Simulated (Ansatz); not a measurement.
A search over several starts for the lowest SCF solution of SiH4S2⁺, that is Si(SH)2H2 with one electron fewer at the given spin, in a small basis.

```yaml
crystal:
  periodic: [false, false, false]
  atoms:
    - {symbol: Si, position_ang: [-0.502922, 0.012401, -0.352978]}
    - {symbol: S, position_ang: [-0.585343, -0.033451, 1.780559]}
    - {symbol: H, position_ang: [0.157187, 1.077115, 1.936891]}
    - {symbol: S, position_ang: [1.476218, 0.011418, -1.155411]}
    - {symbol: H, position_ang: [1.838565, -1.126290, -0.536160]}
    - {symbol: H, position_ang: [-1.101231, 1.240943, -0.922984]}
    - {symbol: H, position_ang: [-1.282474, -1.182136, -0.749938]}
basis:
  gaussian: {orbitals: def2-SVP}
total_charge: 1
magnetization: {spin_polarized: true, initial_magnetization: 1}
hamiltonian: {xc: pbe0, dispersion: d4}
output: {orbitals: {seedname: orbitals}}
```

```sh
$ ansatz run in.yaml --threads 4 --pin off --events-out ev --progress --plain --max-ram 3916MiB
```

Output, abridged:

```
Functional definition: PBE0
696 factors; integrals over basis functions are off by at most 1.0e-3 eV
mean field evaluation 1: about -29584.4989 eV, gradient 1.1e1 eV
mean field evaluation 2: about -29584.9709 eV, gradient 6.7e0 eV
mean field evaluation 4: about -29585.2157 eV, gradient 9.6e-1 eV
mean field evaluation 8: about -29585.2706 eV, gradient 1.6e-1 eV
mean field evaluation 16: about -29585.2709 eV, gradient 4.6e-4 eV
mean field -29585.27088986 eV, -1087.2386515853 hartree, gradient 4.2e-5 eV, S^2 0.758740; 2 other end points of the search recorded, 0 dependent functions left out
reference -29585.27091034 eV, -1087.2386523380 hartree; 25, 24 occupied and 49, 50 virtual orbitals, 696 factors
Total energy: -29585.39886962 eV, -1087.2433547551 hartree
```

It took 1.5 s on 4 threads of Arm Neoverse V1 on a shared host.
